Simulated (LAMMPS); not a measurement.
**bcc Mo**

Level of theory: the machine-learned potential SNAP Mo_Zuo_JPCA2020.quadratic.snap (LAMMPS).

Cell: relaxed at this level.

```yaml
lattice_parameter_a: 3.170 Å
equilibrium_volume_per_atom: 15.93 Å³/atom
vacancy_formation_energy: 2.77 eV
```

Measured, for comparison: lattice constant a 3.141 Å, equilibrium volume per atom 15.49 Å³/atom (static lattice: zero-point anharmonic expansion removed; as tabulated in Mejia-Rodriguez and Trickey (2018), arXiv:1807.09216); vacancy formation energy 3.12 ± 0.1 eV (midpoint of the printed range, monovacancy, our sources range from 3.12 to 3.60; as tabulated in Byggmästar et al. (2020), arXiv:2006.14365). Computed (rounded) less measured: lattice constant a +0.9 %, equilibrium volume per atom +2.8 %, vacancy formation energy not scored (sources differ).

A machine-learned potential is trained on density-functional data: it inherits that level's misses and adds fitting errors of its own.
